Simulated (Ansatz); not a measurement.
# Worked example: the barrier

An elementary step of CH₆BF, closed shell (BH₂F ([BH2][F]) + CH₄ → CH₅B ([BH2][CH3]) + HF; bonds formed: B1–C6, F2–H5; bonds broken: B1–F2, H5–C6). “Start” is the structure reached by relaxing down from the saddle towards the reactants; PBE0-D4/def2-TZVP structures. The saddle:

| atom | x (Å) | y (Å) | z (Å) |
| --- | --- | --- | --- |
| B1 | -0.6364 | 0.3278 | -0.5130 |
| F2 | 0.5198 | 0.3178 | -1.6748 |
| H3 | -0.9150 | 1.4684 | -0.2997 |
| H4 | -1.4743 | -0.4576 | -0.8363 |
| H5 | 0.7666 | -0.0436 | -0.6276 |
| C6 | 0.3712 | -0.3086 | 0.7110 |
| H7 | 1.1703 | 0.3005 | 1.1411 |
| H8 | -0.4644 | -0.2437 | 1.4162 |
| H9 | 0.6622 | -1.3611 | 0.6831 |

Program: Ansatz 0.2.0. Basis: def2-TZVPP and def2-QZVPP. Cores are frozen in the correlated methods.

Energies in eV:

| quantity | saddle | start |
| --- | --- | --- |
| Hartree–Fock, triple zeta (X = 3) | -4502.83852 | -4506.02124 |
| Hartree–Fock, quadruple zeta (X = 4) | -4503.05108 | -4506.24709 |
| MP2 correlation, X = 3 | -16.09520 | -15.10510 |
| MP2 correlation, X = 4 | -17.28385 | -16.27786 |
| CCSD(T) correlation, X = 3 | -17.39770 | -16.49969 |

(1) Work out the barrier at the basis limit: extrapolate Hartree–Fock as E(X) = E∞ + A exp(−7.88 √X) and the MP2 correlation as E(X) = E∞ + B X^−2.97 (the exponents that Neese and Valeev fitted for def2-TZVPP and QZVPP), then add CCSD(T) − MP2 in triple zeta.

T1 diagnostic: at most 0.012.

Results:

(1) Each step is linear, so take the differences first (saddle − start): Hartree–Fock 3.18272 (X = 3) and 3.19601 (X = 4); MP2 correlation -0.99010 and -1.00599; CCSD(T) correlation -0.89801.
Two points give E∞ = E(4) + w [E(4) − E(3)], with w = 1/(exp(7.88 (2 − √3)) − 1) = 0.1377 for Hartree–Fock and w = 1/((4/3)^2.97 − 1) = 0.7407 for the correlation.
Hartree–Fock: 3.19601 + 0.1377 × 0.01329 = 3.1978 eV.
MP2 correlation: -1.00599 + 0.7407 × (-0.01589) = -1.0178 eV.
CCSD(T) − MP2: -0.89801 − (-0.99010) = 0.0921 eV.
Sum: 3.1978 + (-1.0178) + 0.0921 = 2.2721 eV, or 52.40 kcal/mol. Plain CCSD(T) in triple zeta gives 2.2847 eV, so the larger basis shifts the result by -0.0126 eV.

Labels in which every atom is bracketed show which atoms are joined, not bond orders.

For scale, one of the runs: CCSD(T)/def2-TZVPP, 177 basis functions, launched by `ansatz run in.yaml --threads 2 --pin off --events-out ev --progress --plain --max-ram 4352MiB`. Time: 46 s of wall clock on 2 CPU threads of an Intel Xeon Platinum 8259CL; the host was shared. Peak host memory: 1.7 GiB.
